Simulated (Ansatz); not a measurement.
One stationary structure of MgO. Space group Fm-3m (No. 225), rock salt type. These are PBE (plane waves to 420 eV, PAW, scalar-relativistic; Ansatz, a quantum-chemistry and plane-wave program) values and carry that method's errors.

```xyz
2
Lattice="0.0000 2.1273 2.1273 2.1273 0.0000 2.1273 2.1273 2.1273 0.0000" Properties=species:S:1:pos:R:3 pbc="T T T"
O      0.0000     0.0000     0.0000
Mg     2.1273     2.1273     2.1273
```

**Question.** What band gap does PBE give?

**Answer.** 4.46 eV, direct at Γ (no spin-orbit coupling).

No spin polarisation in the result.

Measured for MgO: a 4.189 Å (static lattice; corrected from measurement; as listed in Daniel Mejia-Rodriguez, S. B. Trickey, Phys. Rev. B (2018)); gap 8.36 eV (static lattice; corrected from measurement; as listed in Wei Chen et al., Physical Review Materials (2018)). Computed minus measured — a: PBE +1.6 %; gap: PBE -3.90 eV. The computed values are for a static lattice, and a measured gap can be an optical one, lowered by exciton binding.

The run could not lose the symmetry of its start.
